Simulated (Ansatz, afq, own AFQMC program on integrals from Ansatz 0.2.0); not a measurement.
# Where AFQMC and coupled cluster stand for CH$_{2}$O, triplet

```yaml
atoms:
  - { symbol: O, position_ang: [0.0000, 0.0000, 0.5291] }
  - { symbol: C, position_ang: [0.0000, 0.0000, -0.5299] }
  - { symbol: H, position_ang: [0.0000, -0.9567, -1.0426] }
  - { symbol: H, position_ang: [0.0000, 0.9567, -1.0426] }
```

Connectivity, by distances: O–CH2.

Basis cc-pVDZ. Noble-gas cores (and the filled d shells of Ga–Kr and In–Xe) are frozen. AFQMC by an in-house program on the Cholesky factors that Ansatz 0.2.0 writes for its CCSD(T) run. The CISD trial takes its coefficients from CCSD amplitudes. Released means that phaseless walkers are propagated on without the constraint, phases kept. Free projection: walkers drawn from exp(T), propagated without any constraint. Its projection time is finite, and what remains of the start isn't in its error. Error bars are statistical, one sigma.

Determinant: UHF, the one that the program's search chose, which needn't be the lowest solution. The geometry is a point of a scan.

No full CI on the walks' own integrals is used here; CCSDT(Q) serves as the reference and is uncertain by about the last step of the cluster series.

Cautions: lower spins were not checked; the ph-AFQMC/HF walk drifts between its halves (2.1 errors); the ph-AFQMC/CISD walk drifts between its halves (2.2 errors).

- T1 diagnostic: 0.0226
- weight of the determinant in the CISD state: 0.903
- ⟨S²⟩ of the determinant: 2.017
- size of the correlated space: 12 electrons in 36 orbitals

```
  level  correlation energy (eV)
    MP2                  -7.2848
   CCSD                  -8.0073
CCSD(T)                  -8.1843
```

**Question.** Estimate where free-projection AFQMC lies against CCSD(T) on the same integrals.

**Answer.** 40.8 ± 14.7 meV below CCSD(T).

Reference: CCSDT(Q), correlation energy -8.213 eV. The released energy is read at 2.40 1/Eh (meV from the phaseless value at times in 1/Eh: 4 ± 14 at 0.24, 1 ± 13 at 0.51, -7 ± 12 at 0.99, 5 ± 11 at 1.62, -11 ± 17 at 2.40).

```csv
level,E − E(reference) (meV),share of correlation (%)
CCSD(T),28.9,99.65
CCSDT,14.0,99.83
ph-AFQMC/HF,106.3 ± 62.3,98.71
ph-AFQMC/CISD,-6.2 ± 11.2,100.08
released AFQMC,-17.3 ± 16.7,100.21
free AFQMC,-11.8 ± 14.7,100.14
```

Free projections are given only where their last times agree within the noise and don't stop above the reference; a slow remainder of the start can still hide under it. A walk keeps the symmetry of its determinant, which the program's search chose and which needn't be the lowest solution, so a lower state of the same spin and another symmetry isn't excluded. Released energies are given only where the last usable release times agree within the noise; a slower fall can still hide under it.
